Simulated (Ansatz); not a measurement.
CO beside CH$_{3}$Cl: one fragment in the basis of the whole pair (the partner's atoms are ghosts).

in.yaml

```yaml
crystal:
  periodic: [false, false, false]
  atoms:
    - {symbol: C, position_ang: [-0.062392, -0.086808, 1.121056]}
    - {symbol: Cl, position_ang: [-1.460347, 0.655800, 0.321434]}
    - {symbol: H, position_ang: [-0.396089, -0.980801, 1.642404]}
    - {symbol: H, position_ang: [0.353764, 0.628711, 1.826198]}
    - {symbol: H, position_ang: [0.674615, -0.343726, 0.363691]}
basis:
  gaussian:
    orbitals: "def2-TZVPPD.json"
    ghost_atoms:
      - {symbol: C, position_ang: [0.016565, 0.291968, -2.920387]}
      - {symbol: O, position_ang: [0.873884, -0.165143, -2.354396]}
hamiltonian: {xc: hse06, dispersion: d4}
```

The basis file named in the input lies beside it (Basis Set Exchange, JSON).

Run by:

```bash
ansatz run in.yaml --threads 4 --pin off --events-out ev --progress --plain --max-ram 9574MiB
```

The run's output (Ansatz 0.2.0):

```
Functional definition: HSE06
  name "HSE06"
  cite "Heyd, Scuseria & Ernzerhof, J. Chem. Phys. 118, 8207 (2003) doi:10.1063/1.1564060"
  cite "Krukau, Vydrov, Izmaylov & Scuseria, J. Chem. Phys. 125, 224106 (2006) doi:10.1063/1.2404663"
  cite "Heyd & Scuseria, J. Chem. Phys. 120, 7274 (2004) doi:10.1063/1.1668634"
  cite "Ernzerhof & Perdew, J. Chem. Phys. 109, 3313 (1998) doi:10.1063/1.476928"
  cite "Perdew, Burke & Ernzerhof, Phys. Rev. Lett. 77, 3865 (1996) doi:10.1103/PhysRevLett.77.3865"
  parent pbe
  parameter a = 0.25
  parameter omega = 0.11/bohr
  # The whole range is PBE's own exchange, as in plane waves. The composition of these papers is wPBEh.
  exchange = pbe_x - a*pbe_x_sr(omega) + a*exact_x_sr(omega)
  correlation = pbe_c
1023 factors; their error is unknown
87 factors; integrals over basis functions are off by at most 1.8e-5 eV
mean field evaluation 1: about -13600.2762 eV, gradient 3.9e1 eV
mean field evaluation 2: about -13597.9503 eV, gradient 4.7e1 eV
mean field evaluation 4: about -13603.6732 eV, gradient 1.1e0 eV
mean field evaluation 8: about -13603.7001 eV, gradient 3.7e-1 eV
mean field -13603.70031668 eV, -499.9267657186 hartree, gradient 7.3e-5 eV, S^2 0.000000; 0 other end points of the search recorded, 0 dependent functions left out
reference -13603.70036706 eV, -499.9267675702 hartree; 13, 13 occupied and 203, 203 virtual orbitals, 1023 factors
Total energy: -13603.73799895 eV, -499.9281505165 hartree
```

The lines “mean field evaluation” count trial sets of orbitals through the whole run, from several starts and some on an approximate energy, so they need not fall steadily or lie above the final value.

Hardware: 4 CPU threads of an Arm Neoverse V1, shared host. Wall time about 1.4 s.
